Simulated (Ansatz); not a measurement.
# ClHSi: the cost of one run

All numbers below are computed with Ansatz 0.2.0 (RHF/def2-TZVP).

### 1 Starting point

Bond lengths: Si1–Cl2 1.998 Å, Si1–H3 1.468 Å. Angles: Cl2–Si1–H3 111.6°.

As a file:

```xyz
3

Si   -0.4476    0.4308   -0.2066
Cl    1.3000    0.4345    0.7614
H    -0.8634   -0.9301   -0.5681
```

### 2 Relaxing the start

File input.yaml:

```yaml
crystal:
  periodic: [false, false, false]
  atoms:
    - { symbol: Si, position_ang: [-0.4476, 0.4308, -0.2066] }
    - { symbol: Cl, position_ang: [1.3, 0.4345, 0.7614] }
    - { symbol: H, position_ang: [-0.8634, -0.9301, -0.5681] }
basis:
  gaussian: { orbitals: def2-TZVP }
hamiltonian:
  xc: hf
relax:
  f_tol: 0.02
  max_steps: 40
scf:
  lower_state_search: "off"
```

Started as:

```
$ ansatz run input.yaml --threads 1 --pin off --max-ram 2048MiB --backend cpu --events-out ev --progress --plain --runs-dir out
```

**Question.** How long does this run take on 1 thread of Arm Neoverse V1, shared host, and how much memory does it need?

About 4 s, with a peak of 0.12 GiB.
